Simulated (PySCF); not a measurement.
## `[AlH2][Cl]` (AlClH2): removing and adding an electron

Parent: `[AlH2][Cl]` (AlClH2). Numbering: `[AlH2:1][Cl:2]`

These are calculated values, ωB97X-D3(BJ)/ma-def2-TZVP in PySCF (grid level 2) at geometries from PBE0-D3(BJ)/ma-def2-SVP. The prefix ma- adds one diffuse s and one diffuse p function on all atoms but H. Zero-point and thermal terms (298.15 K, 1 bar) come from unscaled PBE0-D3(BJ)/ma-def2-SVP harmonic frequencies, with soft modes damped to free rotors in the entropy.

Frontier levels of the parent: HOMO -11.11 eV, LUMO 0.02 eV.

Oxidation to the radical cation:
* Vertical ionisation energy (electronic): 11.36 eV
* Adiabatic ionisation energy (with zero-point energy): 10.85 eV
* Adiabatic, electronic part: 10.97 eV
* Vertical gap at the product's structure: 9.81 eV
* Inner reorganisation energy (four-point): 1555 meV
* Relaxation of product / of parent: 390 / 1165 meV
* ⟨S²⟩ of the product: 0.765
* Largest spin populations: H (on Al1) 0.45, H (on Al1) 0.45
* Largest changes of atomic charge: H (on Al1) 0.27, H (on Al1) 0.27, Al1 0.25, Cl2 0.21
* Distances that move most (Å): Al1–Cl2 2.119 → 2.023; Al1–H 1.577 → 1.673; Al1–H 1.578 → 1.673

Reduction to the radical anion:
- Vertical electron affinity (electronic): 0.06 eV
- Adiabatic electron affinity (with zero-point energy): 0.62 eV
- Adiabatic, electronic part: 0.58 eV
- Vertical gap at the product's structure: 1.54 eV
- Inner reorganisation energy (four-point): 1488 meV
- Relaxation of product / of parent: 522 / 966 meV
- ⟨S²⟩ of the product: 0.751
- Largest spin populations: Al1 0.90
- Largest changes of atomic charge: Al1 -0.76, Cl2 -0.16
- Distances that move most (Å): Al1–Cl2 2.119 → 2.269; Al1–H 1.577 → 1.630; Al1–H 1.578 → 1.631

Note: spin-orbit coupling is left out of the energies, which matters for open shells on the heavier atoms.
